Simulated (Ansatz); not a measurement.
# Osmium, hcp under LDA: convergence with the cold (Marzari-Vanderbilt) smearing

How small must the cold (Marzari-Vanderbilt) smearing width be for energy and pressure to settle? The geometry was relaxed under LDA beforehand and stays fixed; 7 values are run, from 0.01 to 1.0 eV. Wanted are the values from which on the energy stays within 10 and 1 meV/atom, and the pressure within 0.5 GPa, of the narrowest run. Within the series other settings stay. Spin polarisation is left out.

Program: Ansatz 0.2.0. Level of theory: DFT LDA, plane waves with PAW, scalar-relativistic. These are calculated values, not measurements.

### Step 1. The starting structure

Symmetry: P6_3/mmc, No. 194, hexagonal system. Conventional cell: a = 2.718 Å, b = 2.718 Å, c = 4.284 Å, α = 90.00°, β = 90.00°, γ = 120.00°. Around Os (site symmetry -6m2) lie 12 Os at 2.66 to 2.72 Å.

Structure file:

```cif
data_structure
_symmetry_space_group_name_H-M 'P 1'
_symmetry_Int_Tables_number 1
_cell_length_a 2.7175
_cell_length_b 2.7175
_cell_length_c 4.2845
_cell_angle_alpha 90.000
_cell_angle_beta 90.000
_cell_angle_gamma 120.000
_cell_volume 27.40
loop_
_atom_site_label
_atom_site_type_symbol
_atom_site_fract_x
_atom_site_fract_y
_atom_site_fract_z
_atom_site_occupancy
Os1 Os 0.33333 0.66667 0.25000 1
Os2 Os 0.66667 0.33333 0.75000 1
```

### Step 2. With a width of 0.01 eV

The run at 0.01 eV.

File input.yaml:

```yaml
crystal:
  lattice:
    - [2.7175247593, 0.0, 0.0]
    - [-1.3587623796, 2.353445477, 0.0]
    - [0.0, 0.0, 4.2844606214]
  atoms:
    - { symbol: Os, position: [0.3333333333, 0.6666666667, 0.25] }
    - { symbol: Os, position: [0.6666666667, 0.3333333333, 0.75] }
hamiltonian:
  xc: lda
  pseudopotentials:
    kind: paw
    azcp:
      Os: "pseudopotentials/Os.paw.azcp"
basis:
  ecutwfc: 420
  fft_grid_basis: typed
kpoints:
  mp_grid: { grid: [13, 13, 8], shift: [0, 0, 0] }
magnetization:
  spin_polarized: false
scf:
  occupations: { method: cold, width: 0.01 }
  lower_state_search: "off"
output:
  stress: true
```

The run is started by

```console
ansatz run input.yaml --threads 2 --pin off --max-ram 5120MiB --backend cpu --events-out ev --progress --plain --runs-dir out
```

### Step 3. With a width of 0.03 eV

The run at 0.03 eV.

Changes to input.yaml since step 2:

```diff
@@ -22,3 +22,3 @@
 scf:
-  occupations: { method: cold, width: 0.01 }
+  occupations: { method: cold, width: 0.03 }
   lower_state_search: "off"
```

### Step 4. With a width of 0.1 eV

The run at 0.1 eV.

Changes to input.yaml since step 3:

```diff
@@ -22,3 +22,3 @@
 scf:
-  occupations: { method: cold, width: 0.03 }
+  occupations: { method: cold, width: 0.1 }
   lower_state_search: "off"
```

### Step 5. With a width of 0.2 eV

The run at 0.2 eV.

Changes to input.yaml since step 4:

```diff
@@ -22,3 +22,3 @@
 scf:
-  occupations: { method: cold, width: 0.1 }
+  occupations: { method: cold, width: 0.2 }
   lower_state_search: "off"
```

### Step 6. With a width of 0.3 eV

The run at 0.3 eV.

Changes to input.yaml since step 5:

```diff
@@ -22,3 +22,3 @@
 scf:
-  occupations: { method: cold, width: 0.2 }
+  occupations: { method: cold, width: 0.3 }
   lower_state_search: "off"
```

### Step 7. With a width of 0.6 eV

The run at 0.6 eV.

Changes to input.yaml since step 6:

```diff
@@ -22,3 +22,3 @@
 scf:
-  occupations: { method: cold, width: 0.3 }
+  occupations: { method: cold, width: 0.6 }
   lower_state_search: "off"
```

### Step 8. With a width of 1.0 eV

The run at 1.0 eV.

Changes to input.yaml since step 7:

```diff
@@ -22,3 +22,3 @@
 scf:
-  occupations: { method: cold, width: 0.6 }
+  occupations: { method: cold, width: 1.0 }
   lower_state_search: "off"
```

(Steps that only read results are left out.)

**Question.** What will these runs give?

**Answer**, as computed:

| quantity | value |
| --- | --- |
| E(σ → 0) stays within 10 meV/atom of 0.01 eV | up to 1.0 eV |
| E(σ → 0) stays within 1 meV/atom | up to 0.3 eV |
| pressure stays within 0.5 GPa | up to 0.6 eV |
| pressure at 0.01 eV | -0.07 GPa |
| energy of a separate run on a finer mesh (22×22×12) | -0.4 meV/atom from 0.01 eV |

In words: At 1.0 eV the energy differs by -6.9 meV/atom and the pressure by -0.7 GPa. Over the range F shifts by +18.2 meV/atom, while E(σ → 0) shifts by -6.9. This scheme cancels the term in the square of the width, so F moves little up to 0.2 eV. The mesh (13×13×8) is fixed, so the narrowest widths carry a k-point error of their own. A run on a finer mesh agrees with the yardstick to 1 meV/atom.
